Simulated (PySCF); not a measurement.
**How exact exchange moves a shielding**

Molecule: `ClC1CC1`, C₃H₅Cl.

Numbering as in the mapped SMILES `[Cl:1][CH:2]1[CH2:3][CH2:4]1`. Hydrogens are named by the atom that carries them. Ha(C3), Ha(C4) are cis to Cl1 on the ring; Hb(C3), Hb(C4) are trans to Cl1 on the ring.

GIAO shieldings (ppm, equivalent atoms averaged) in PySCF on the PBE0-D3(BJ)/def2-SVP geometry, basis pcSseg-2, gas phase, non-relativistic:

```tsv
functional	exact exchange (%)	σ(Cl1)	σ(C2)	σ(C3/C4)
BLYP	0	753.8	138.4	162.4
BP86	0	772.6	142.9	166.7
PBE	0	772.1	143.4	167.2
B3LYP	20	780.4	144.6	167.3
PBE0	25	803.5	150.5	172.7
BHandHLYP	50	813.3	152.8	173.6
HF	100	864.1	165.4	182.9
```

Task: Fit each shielding as a line in the percentage of exact exchange.

Result: σ(Cl1) = 767.1 + 0.97 x (rms 7.8 ppm); σ(C2) = 141.7 + 0.24 x (rms 2.0 ppm); σ(C3/C4) = 165.6 + 0.17 x (rms 1.9 ppm). The functionals also differ in their semilocal parts, which the line can't hold; Hartree–Fock has no correlation at all.

Task: What does the line predict for mPW1PW91 (25 %), and what does the run give?

Result: σ(Cl1): 791.4 predicted, 802.6 computed; σ(C2): 147.7 predicted, 149.6 computed; σ(C3/C4): 169.8 predicted, 172.0 computed ppm.
